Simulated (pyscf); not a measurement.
Thermochemistry of product channels of HO–Zr(OH)(F)–F (SMILES [OH][Zr]([OH])([F])[F]) + HCl (SMILES Cl) on the singlet surface, in kJ/mol, from ωB97M-D3(BJ)/def2-TZVP energies (ideal gas, 1 atm, RRHO with modes under 100 cm⁻¹ raised to 100, one conformer, R ln 2 for chiral ones without a mode under 150 cm⁻¹). Optimised with ωB97X-D3(BJ)/def2-SVP in PySCF.

```tsv
products	ΔE	ΔH(298 K)	ΔG(900 K)	ΔG(1200 K)
HO–ZrH(OH)–F (SMILES [OH][ZrH]([OH])[F]) + F–Cl (SMILES FCl)	(withheld)	+502.7	+492.6	+489.4
H₂O (SMILES O) + HO–Zr(F)(F)–Cl (SMILES [OH][Zr]([F])([F])[Cl])	-26.8	-18.6	-23.0	(withheld)
```

Question: Complete the blanks.

Answer: 
- HO–ZrH(OH)–F (SMILES [OH][ZrH]([OH])[F]) + F–Cl (SMILES FCl), ΔE: +507.5
- H₂O (SMILES O) + HO–Zr(F)(F)–Cl (SMILES [OH][Zr]([F])([F])[Cl]), ΔG(1200 K): -22.5

These are energies of the channels, which say nothing of barriers. Elements past Kr carry the def2 core potentials, without spin-orbit coupling.
